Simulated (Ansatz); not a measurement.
Molecule: HO, charge 0, multiplicity 2. 
Structure (B3LYP-D3(BJ)/def2-TZVP (Ansatz, a program for electronic structure) minimum search):
```xyz
2

O      0.0000     0.0000    -0.1085
H      0.0000     0.0000     0.8682
```
Charge 0, spin multiplicity 2.

Total electronic energies in hartree. Correlated levels leave the core frozen unless marked. Open shells are spin-unrestricted. No spin-orbit coupling. No relativistic terms. CBS(X,Y): correlation extrapolated as X^-3; Hartree-Fock from the larger set (for Q and 5 zeta extrapolated as (X+1)exp(-9√X)). The bracket is a focal-point correction in the basis named.

```csv
level,program,energy (Eh)
HF/aug-cc-pVQZ,Ansatz,-75.42633
"HF/CBS(cc-pVQZ,cc-pV5Z)",Ansatz,-75.4277
revPBE-D4/def2-TZVPD,Ansatz + dftd4,[?]
PBE0/def2-SVP,Ansatz,-75.58769
HSE06-D4/def2-TZVPD,Ansatz + dftd4,-75.68413
B2PLYP-D3(BJ)/def2-TZVPD,Ansatz + dftd3,-75.71906
B2PLYP-D4/def2-TZVPD,Ansatz + dftd4,-75.71901
MP2/cc-pVQZ,Ansatz,-75.64346
SCS-MP2/cc-pVTZ,Ansatz,-75.61822
CCSD/cc-pwCVTZ,Ansatz,-75.63712
CCSD/cc-pV5Z,Ansatz,-75.66294
CCSD(T)/def2-TZVPP,Ansatz,-75.64148
"RI-MP2/CBS(cc-pVTZ,cc-pVQZ)+[CCSD(T)-MP2]/cc-pVQZ",Ansatz,-75.6747
"CCSD(T)/CBS(def2-TZVPPD,def2-QZVPPD)",Ansatz,-75.6749
"CCSD(T)/CBS(cc-pVQZ,cc-pV5Z)",Ansatz,-75.6763
```

Some entries are withheld; supply them.


- revPBE-D4/def2-TZVPD, energy (Eh): -75.74604
